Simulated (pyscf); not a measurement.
## Four-centre exchange: `[Cl][GaH2]` + `[NH3]` → `[NH2][GaH][Cl]` + `[H][H]`

Gas phase, singlet surface, charge 0. Bonds broken: Ga2–H3, N5–H6. Bonds formed: Ga2–N5, H3–H6. PySCF, gas phase, ωB97X-D3(BJ)/def2-SVP geometries.

Transition state (Å):

```xyz
8

Cl    -0.0348     2.4127     0.0042
Ga     0.1736     0.2930    -0.3354
H      1.0563    -0.3776     1.1675
H      0.8044    -0.2882    -1.6257
N     -1.1912    -0.6831     0.6606
H      0.1218    -0.6984     1.2405
H     -1.6351    -1.5141     0.2721
H     -1.8886    -0.1255     1.1533
```

One imaginary mode, 1379i cm⁻¹; descent along it reached the two sides named, in the forms told below.

```tsv
bond	change	reactant side (Å)	saddle	product side
Ga2–H3	breaks	1.567	1.867	2.8
N5–H6	breaks	1.021	1.435	3.7
Ga2–N5	forms	2.131	1.951	1.800
H3–H6	forms	2.9	0.991	0.761
```

Electronic energies relative to the separated reactants (kcal/mol):

| level | barrier | reaction energy | reverse barrier |
|---|---|---|---|
| ωB97X-D3(BJ)/def2-TZVP | 15.6 | -7.8 | 23.4 |
| PBE/def2-TZVP | 13.2 | -6.2 | 19.4 |
| r²SCAN/def2-TZVP | 12.4 | -8.0 | 20.4 |
| B3LYP-D3(BJ)/def2-TZVP | 16.4 | -6.9 | 23.3 |
| PBE0-D3(BJ)/def2-TZVP | 13.8 | -6.2 | 20.0 |
| M06-2X/def2-TZVP | 13.2 | -10.9 | 24.1 |
| ωB97M-D3(BJ)/def2-TZVP | 17.6 | -5.9 | 23.6 |
| HF/def2-TZVP | 30.7 | -3.4 | 34.1 |

With ωB97M-D3(BJ)/def2-TZVP energies and thermal terms (ideal gas, 1 atm, RRHO with modes under 100 cm⁻¹ raised to 100, one conformer, R ln 2 for chiral ones without a mode under 150 cm⁻¹), in kcal/mol:

```tsv
T (K)	ΔH‡	ΔG‡	ΔH	ΔG
298	15.8	26.1	-8.6	-7.2
600	16.1	36.5	-7.3	-6.3
900	16.9	46.5	-6.2	-6.1
1200	17.8	56.3	-5.4	-6.2
```

On the reactant side the descent ends in an adduct with a Ga–N contact, 28.0 kcal/mol under the separated species and 43.6 kcal/mol under the saddle at ωB97X-D3(BJ)/def2-TZVP. What is counted as formed (Ga–N) is already present as a longer contact in the reactant adduct; forming that adduct is a step of its own. At the saddle there is also a short Ga–H contact that neither side keeps. This is the saddle that the search found; another between the same sides may lie lower. Elements up to Kr have no core potential and no relativistic terms here.
